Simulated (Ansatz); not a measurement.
A nudged elastic band was laid between two geometries of AlFH2 + H3P (8 atoms, charge 0, multiplicity 1).

The calculation used RKS PBE/def2-SVPD in Ansatz 0.2.0.

```yaml
movable_images: 7
climbing_image: yes
spring: 5.0 eV/Å²
optimiser: quadratic models (default)
start_path: through a guess of the saddle point
force_threshold: 0.05 eV/Å
iteration_limit: 60
end_points: relaxed
```

Image 0:

```xyz
8
Properties=species:S:1:pos:R:3
Al 0.000 -0.046 -0.029
F -0.084 0.525 1.580
H 1.445 -0.122 -0.689
H -1.384 -0.139 -0.813
P 0.134 -3.071 1.078
H -0.602 -2.269 0.111
H 1.422 -2.599 0.639
H 0.027 -2.079 2.116
```

Image 8:

```xyz
8
Properties=species:S:1:pos:R:3
Al 0.105 -0.368 -0.164
F -0.120 0.077 1.894
H 1.500 0.330 -0.492
H -1.309 0.084 -0.744
P 0.203 -2.534 0.849
H -0.767 -3.340 0.178
H 1.400 -3.151 0.374
H -0.053 -0.897 2.097
```

(1) Which bonds break or form, and what moves?

(2) Give the energies along the band, and the barrier.

(3) What is the geometry of the highest image?

(4) What are the harmonic wavenumbers there?

Answers

(1) Bonds broken: P5–H8. Bonds formed: Al1–P5, F2–H8. AlFH2 + H3P becomes AlFH5P.

(2) It converged. The highest image is number 6 of 0 to 8, 95.5 kJ/mol above the first end and 12.1 kJ/mol above the last; the last end lies 83.4 kJ/mol above the first. A vibrational analysis at the climbing image gives one clearly imaginary mode, 536i cm⁻¹: a first-order saddle point. The orbitals stay closed-shell, which can raise the energy where a bond breaks towards radicals; this wasn't checked here.

```json
{"image": "0", "path coordinate (Å)": "0.00", "energy (kJ/mol)": "0.0", "P5–H8 (Å)": "1.44", "Al1–P5 (Å)": "3.22", "F2–H8 (Å)": "2.66"}
{"image": "1", "path coordinate (Å)": "0.36", "energy (kJ/mol)": "0.1", "P5–H8 (Å)": "1.44", "Al1–P5 (Å)": "3.20", "F2–H8 (Å)": "2.51"}
{"image": "2", "path coordinate (Å)": "0.71", "energy (kJ/mol)": "0.5", "P5–H8 (Å)": "1.45", "Al1–P5 (Å)": "3.21", "F2–H8 (Å)": "2.45"}
{"image": "3", "path coordinate (Å)": "1.07", "energy (kJ/mol)": "2.2", "P5–H8 (Å)": "1.45", "Al1–P5 (Å)": "3.18", "F2–H8 (Å)": "2.20"}
{"image": "4", "path coordinate (Å)": "1.42", "energy (kJ/mol)": "18.7", "P5–H8 (Å)": "1.47", "Al1–P5 (Å)": "2.96", "F2–H8 (Å)": "1.81"}
{"image": "5", "path coordinate (Å)": "1.78", "energy (kJ/mol)": "67.1", "P5–H8 (Å)": "1.58", "Al1–P5 (Å)": "2.72", "F2–H8 (Å)": "1.45"}
{"image": "6", "path coordinate (Å)": "2.13", "energy (kJ/mol)": "95.5", "P5–H8 (Å)": "1.81", "Al1–P5 (Å)": "2.54", "F2–H8 (Å)": "1.12"}
{"image": "7", "path coordinate (Å)": "2.47", "energy (kJ/mol)": "88.3", "P5–H8 (Å)": "1.99", "Al1–P5 (Å)": "2.43", "F2–H8 (Å)": "1.01"}
{"image": "8", "path coordinate (Å)": "2.81", "energy (kJ/mol)": "83.4", "P5–H8 (Å)": "2.07", "Al1–P5 (Å)": "2.39", "F2–H8 (Å)": "1.00"}
```

(3) 
```xyz
8
Properties=species:S:1:pos:R:3:forces:R:3
Al 0.094 -0.381 -0.032 0.00 0.00 0.00
F -0.121 0.082 1.861 0.00 0.00 0.00
H 1.518 0.159 -0.495 0.00 0.00 0.00
H -1.295 -0.091 -0.753 0.00 0.00 0.00
P 0.192 -2.654 1.100 0.00 0.00 0.00
H -0.784 -3.036 0.125 0.00 0.00 0.00
H 1.376 -2.845 0.317 0.00 0.00 0.00
H -0.021 -1.033 1.868 0.00 0.00 0.00
```

(4) 536i, 183, 270, 354, 371, 391, 432, 523, 584, 712, 850, 955, 1031, 1588, 1893, 1913, 2366, 2394 cm⁻¹.

The run took 110 s on 4 threads of Arm Neoverse V1, on a shared host, peak memory 0.14 GiB.
